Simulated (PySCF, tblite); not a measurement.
Species: trans-2,3-dimethylthiirane, C4H8S.
SMILES with atom numbers: `[CH3:1][C@@H:2]1[S:3][C@H:4]1[CH3:5]` (hydrogens: H6, H7, H8 on C1; H9 on C2; H10 on C4; H11, H12, H13 on C5)

The geometry is computed with GFN2-xTB (gas phase).

Problem. What internal coordinates does the optimisation give?

Solution. 
```
                  bond  length (pm)
          C1–C2, C4–C5        150.3
          C2–S3, S3–C4        181.3
                 C2–C4        148.3
C1–H6 and 5 like bonds        108.8
         C2–H9, C4–H10        108.6
```

Bonds in one row agree within 1 pm and their mean is given. A selection of angles:
```
   angle  degrees
C2–C1–H6    109.6
C2–C1–H7    110.6
H6–C1–H7    108.9
C1–C2–S3    118.0
C1–C2–C4    120.9
C1–C2–H9    114.5
S3–C2–C4     65.8
S3–C2–H9    112.4
C4–C2–H9    116.3
C2–S3–C4     48.3
```

Dihedral angles: C1–C2–S3–C4 -114° (anticlinal); C2–S3–C4–C5 -114° (anticlinal); C1–C2–C4–S3 109° (anticlinal).

The 3 C–C bonds span 1.483 Å (C2–C4, drawn single) to 1.503 Å (C4–C5, drawn single), a spread of 0.020 Å. The 3-membered ring C2–S3–C4 has internal angles of 48.3° to 65.9°. Of the pairs four or more bonds apart, H9···H11 is among the closest relative to their van der Waals radii: 2.51 Å, 105 % of the sum of Bondi's values.

Point group: C2 (every atom within 0.08 Å of its image). Its GFN2-xTB frequencies are all real (lowest 168 cm⁻¹).
